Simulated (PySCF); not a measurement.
Protonated nitrous oxide, HN₂O (charge +1).
Structure used (PBE0-D3(BJ)/def2-TZVP), in Å, numbered top down from 1:
```
atom  x, y, z in Å
N1     1.5626    0.0094   -0.4047
N2     0.4857   -0.0618   -0.2067
O3    -0.7007   -0.2482    0.1434
H4    -1.3098    0.2750   -0.4364
```

Level: wB97X-D/pcSseg-2 in PySCF, non-relativistic, on one gas-phase PBE0-D3(BJ)/def2-TZVP geometry that isn't relaxed in the solvent. The solvent is an IEF-PCM continuum (Bondi radii, 1.10 Å for H, scaled by 1.2). The model holds no explicit solvent molecules, cavitation or dispersion.

Gas phase at wB97X-D/pcSseg-2: HOMO -20.89 eV, LUMO -7.28 eV.

Problem. What does the continuum do to the energy and the frontier levels at wB97X-D/pcSseg-2 in chloroform?

Solution. 
```json
{"solvent": "chloroform", "ε": "4.711", "E(solvent) − E(gas) (kcal/mol)": "-61.84", "polarisation term (kcal/mol)": "-62.43", "distortion of the solute (kcal/mol)": "0.59", "HOMO (eV)": "-15.97", "LUMO (eV)": "-2.44"}
```

Polarisation term: ½ Σ q·V over the induced surface charges. Distortion: the rise of the solute's own energy as its density leaves the gas-phase optimum.

Problem. Which radius a makes Born's formula ΔE = −(q²/2a)(1 − 1/ε) give the value in chloroform?

Solution. a = q²(1 − 1/ε)/(2|ΔE|) = 2.12 Å, with q = +1 e and |ΔE| = 0.0985 Eh; the farthest nucleus lies 1.56 Å from the centroid of the nuclei. The formula assumes a point charge at the centre of a sphere.

The pairwise dispersion term of wB97X-D wasn't added to the energies; at a given geometry it leaves orbitals and properties as they are.
